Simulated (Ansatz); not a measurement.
in.yaml

```yaml
crystal:
  periodic: [false, false, false]
  atoms:
    - {symbol: Al, position_ang: [0.000000, -0.143301, 1.790435]}
    - {symbol: As, position_ang: [0.000000, 0.054308, -0.667817]}
    - {symbol: H, position_ang: [0.000000, 1.258720, 2.580257]}
    - {symbol: H, position_ang: [0.000000, -1.459507, -0.868621]}
basis:
  gaussian: {orbitals: cc-pVTZ}
magnetization: {spin_polarized: true, initial_magnetization: 2}
hamiltonian: {xc: {name: PBE0}}
output: {forces: true, orbitals: {seedname: orbitals}}
```

```sh
$ ansatz run in.yaml --threads 2 --pin off --events-out ev --progress --plain --max-ram 24576MiB --backend cuda --devices 0, --max-vram 18GiB
```

Log:

```
829 factors; their error is unknown
mean field evaluation 1: about -67458.8830 eV, gradient 8.4e0 eV
mean field evaluation 2: about -67459.3611 eV, gradient 3.4e0 eV
mean field evaluation 4: about -67459.4759 eV, gradient 4.2e-1 eV
mean field evaluation 8: about -67459.9181 eV, gradient 1.2e-2 eV
mean field evaluation 16: about -67459.9181 eV, gradient 5.7e-5 eV
mean field -67459.91812173 eV, -2479.1062649988 hartree, gradient 5.7e-5 eV, S^2 2.006645; 1 other end points of the search recorded, 0 dependent functions left out
the calculation of the forces begins
reference -67459.91815065 eV, -2479.1062660615 hartree; 25, 23 occupied and 80, 82 virtual orbitals, 829 factors
Total energy: -67459.91815065 eV, -2479.1062660615 hartree
Atom 0 at     0.000000    -0.143301     1.790435 Å, force     0.000000    -0.027727     0.010183 eV/Å
Atom 1 at     0.000000     0.054308    -0.667817 Å, force    -0.000000    -0.007475    -0.030736 eV/Å
Atom 2 at     0.000000     1.258720     2.580257 Å, force    -0.000000     0.030760     0.023538 eV/Å
Atom 3 at     0.000000    -1.459507    -0.868621 Å, force    -0.000000     0.004441    -0.002985 eV/Å
Dipole moment:     0.000000    -0.132250     0.060647 e Å
```

Forces (eV/Å):
```
Al   0.000 -0.028  0.010
As   0.000 -0.007 -0.031
H    0.000  0.031  0.024
H    0.000  0.004 -0.003
```

Ran on 2 threads of AMD EPYC 7R13 with a shared H100 80 GB, shared host: 6.5 s wall, 0.8 GiB peak host memory.
